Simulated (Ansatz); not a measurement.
# C2H3ClF2: up Jacob's ladder to CCSD(T)

One table from this session's results is given with a row withheld; the runs are named, their logs left out.

Method: functionals in def2-TZVPP, the program's frozen cores in correlated methods; program: Ansatz 0.2.0, Gaussian basis.

Levels to be run: LDA (SPW92), PBE-D4, revPBE-D4, BLYP-D4, r2SCAN-D4, B97M-V, PBE0-D4, B3LYP-D4, r2SCANh-D4, r2SCAN0-D4, HSE06-D4, BHLYP-D4, CAM-B3LYP-D4, LC-ωPBE, ωB97X-V, ωB97M-V, B2PLYP, PBE-QIDH; CCSD(T)/def2-SVP; CCSD(T)/def2-TZVPP; MP2/def2-QZVPP; extrapolation to the limit; RPA on PBE.

## Structure used throughout

An earlier PBE0-D4 in a triple-zeta def2 set relaxation fixed the geometry.

SMILES `CC(F)(F)Cl`, 8 atoms, charge 0, spin multiplicity 1.

Atoms are counted from 1 here; the program's logs count them from 0.

Bond lengths: C1–C2 1.499 Å, C1–H6 1.089 Å, C1–H7 1.091 Å, C1–H8 1.089 Å, C2–F3 1.343 Å, C2–F4 1.343 Å, C2–Cl5 1.781 Å. Angles: C2–C1–H6 109.7°, C2–C1–H7 108.3°, C2–C1–H8 109.7°, H6–C1–H7 109.7°, H6–C1–H8 109.6°, H7–C1–H8 109.7°, C1–C2–F3 111.0°, C1–C2–F4 111.0°, C1–C2–Cl5 112.0°, F3–C2–F4 106.8°, F3–C2–Cl5 107.9°, F4–C2–Cl5 107.9°.

As a file:

```mol
C2H3ClF2
  3D, bonds by distance, orders not assigned

  8  7  0  0  0  0  0  0  0  0999 V2000
   -0.5805   -0.3128    0.4702 C   0  0
    0.5366    0.1726   -0.4029 C   0  0
    1.7255    0.0072    0.1995 F   0  0
    0.5838   -0.5182   -1.5536 F   0  0
    0.3644    1.8986   -0.8080 Cl  0  0
   -0.5896    0.2499    1.4020 H   0  0
   -0.4168   -1.3710    0.6807 H   0  0
   -1.5312   -0.1834   -0.0438 H   0  0
  1  2  8  0
  2  3  8  0
  2  4  8  0
  2  5  8  0
  1  6  8  0
  1  7  8  0
  1  8  8  0
M  END
```

Set-up of the first run:

in.yaml reads:

```yaml
crystal:
  periodic: [false, false, false]
  atoms:
    - {symbol: C, position_ang: [-0.580477, -0.312824, 0.470182]}
    - {symbol: C, position_ang: [0.536630, 0.172637, -0.402853]}
    - {symbol: F, position_ang: [1.725505, 0.007235, 0.199479]}
    - {symbol: F, position_ang: [0.583813, -0.518182, -1.553560]}
    - {symbol: Cl, position_ang: [0.364437, 1.898593, -0.808009]}
    - {symbol: H, position_ang: [-0.589641, 0.249859, 1.401950]}
    - {symbol: H, position_ang: [-0.416823, -1.371037, 0.680705]}
    - {symbol: H, position_ang: [-1.531245, -0.183380, -0.043795]}
basis:
  gaussian: {orbitals: def2-TZVPP}
hamiltonian: {xc: lda}
output: {orbitals: {seedname: orbitals}}
```

Launch:

```bash
> ansatz run in.yaml --threads 4 --pin off --events-out ev --progress --plain --max-ram 10444MiB
```

Among the steps run: LDA; PBE-D4 (GGA); revPBE-D4 (GGA); BLYP-D4 (GGA); r2SCAN-D4 (meta-GGA); B97M-V (meta-GGA); PBE0-D4 (hybrid); B3LYP-D4 (hybrid); r2SCANh-D4 (hybrid); r2SCAN0-D4 (hybrid); HSE06-D4 (hybrid); BHLYP-D4 (hybrid); CAM-B3LYP-D4 (range-separated); LC-ωPBE (range-separated); ωB97X-V (range-separated); ωB97M-V (range-separated); B2PLYP (double hybrid); PBE-QIDH (double hybrid).

One table of the session follows, with a row left open; its other results are not shown here.

It belongs to the step «Frontier levels by functional». 

| functional | HOMO (eV) | LUMO (eV) | gap (eV) |
| --- | --- | --- | --- |
| LDA (SPW92) | -7.96 | -0.90 | 7.05 |
| PBE-D4 | -7.80 | -0.65 | 7.15 |
| revPBE-D4 | -7.73 | -0.54 | 7.19 |
| BLYP-D4 | -7.66 | -0.58 | 7.08 |
| r2SCAN-D4 | -8.17 | -0.38 | 7.79 |
| B97M-V | -8.29 | -0.28 | 8.01 |
| PBE0-D4 | ? | ? | ? |
| B3LYP-D4 | -9.03 | 0.17 | 9.20 |
| r2SCANh-D4 | -8.72 | 0.04 | 8.76 |
| r2SCAN0-D4 | -9.54 | 0.67 | 10.21 |
| HSE06-D4 | -8.89 | 0.11 | 9.01 |
| BHLYP-D4 | -10.68 | 1.70 | 12.38 |
| CAM-B3LYP-D4 | -10.76 | 1.67 | 12.42 |
| LC-ωPBE | -12.21 | 3.00 | 15.21 |
| ωB97X-V | -11.81 | 2.89 | 14.70 |
| ωB97M-V | -11.63 | 2.75 | 14.39 |

Q: Estimate the row for PBE0-D4 from the others.

**Answer.** HOMO (eV): -9.30; LUMO (eV): 0.50; gap (eV): 9.81. In the column «HOMO (eV)» it lies between r2SCAN0-D4 (-9.54) and B3LYP-D4 (-9.03).
